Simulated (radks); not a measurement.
# Mg³⁺ in [He] 2s2 2p5: an all-electron calculation

One table from this session's results is given with a row withheld; the runs are named, their logs left out.

Method: non-relativistic Kohn-Sham, PBE, spin-polarised, spherical densities, point nucleus; open shells are filled with parallel spins first. Code: radks (a radial shooting solver on a logarithmic mesh, Libxc functionals) version 1.

### The atom as given

| Item | Value |
| --- | --- |
| element | magnesium (Z = 12) |
| charge | +3 |
| electrons | 9 |
| configuration | [He] 2s2 2p5 |

The outer shells:

Mg³⁺
```
[He] core
2s [↑↓]
2p [↑↓][↑↓][↑ ]
```

The first run:

Settings of this run:

```text
Z 12
configuration [He] 2s2 2p5 3s0 3p0
relativity non-relativistic
functional pbe,pbe
spin polarised
nucleus point
```

Started as:

```sh
python run_ks.py task.json out
```

This one command runs every case of the session in turn.

One of the session's tables, all rows but one given; the rest of the session is left out.

It belongs to the step «Radial structure». Sizes of the orbitals, from the radial functions (bohr):

| level | <r> | outermost maximum (interpolated) | 90 % within |
| --- | --- | --- | --- |
| 1s up | ? | ? | ? |
| 1s down | 0.1308 | 0.0854 | 0.234 |
| 2s up | 0.6712 | 0.538 | 1.06 |
| 2s down | 0.6753 | 0.540 | 1.06 |
| 2p up | 0.6388 | 0.463 | 1.07 |
| 2p down | 0.6458 | 0.466 | 1.09 |

**Question.** Estimate the row for 1s up.

As computed: <r>: 0.1309; outermost maximum (interpolated): 0.0854; 90 % within: 0.234. In the column «<r>» it lies between 1s down (0.1308) and 2p up (0.6388).

Caveats from the session: Open shells are spherical and high-spin; term and fine-structure splittings are not resolved.
